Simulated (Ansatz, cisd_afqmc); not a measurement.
Species: C2H2F, charge 0, doublet. C2H2F (SMILES [CH]=CF, doublet).
B3LYP-D3(BJ)/def2-TZVP minimum from Ansatz (a quantum-chemistry and plane-wave program):
```xyz
5

C      0.0300     0.3889     0.0008
C      1.2398    -0.0873    -0.0066
F     -1.0719    -0.3912     0.0045
H     -0.2254     1.4461     0.0047
H      2.2534     0.2654    -0.0109
```
Charge 0, spin multiplicity 2.

Total energies in cc-pVDZ, 17 correlated electrons, 3 frozen orbitals. Open shells are spin-unrestricted; no spin-orbit coupling. Correlated methods leave the cores frozen. No relativity. AFQMC/CISD: phaseless, guided by CISD from CCSD amplitudes; bars are statistical, one sigma. Outlying blocks are dropped, and bars are widened where a walk drifts. Over all cases where full CI ran beside it in this data, AFQMC minus full CI had a median of +0.1 mEh and passed +0.4 mEh in a tenth of the cases. The UHF reference of C2H2F ([CH]=CF, doublet) is spin-contaminated (<S^2> up to 0.18 over the pure value in the sets run).

| method | program | energy (Eh) | minus CCSDT(Q) (mEh) |
|---|---|---|---|
| HF | Ansatz | -176.24669 | 456.41 |
| MP2 | Ansatz | -176.65411 | 48.99 |
| CCSD | Ansatz | -176.68857 | 14.54 |
| CCSD(T) | Ansatz | -176.70070 | 2.40 |
| CCSDT(Q) | Ansatz | -176.70310 | 0.00 |
| AFQMC/CISD | cisd_afqmc | -176.7026 ± 0.0004 | 0.5 ± 0.4 |

Rough core times of Ansatz's runs on a shared machine: CCSD(T) under 20 s, CCSDT(Q) 2 min.
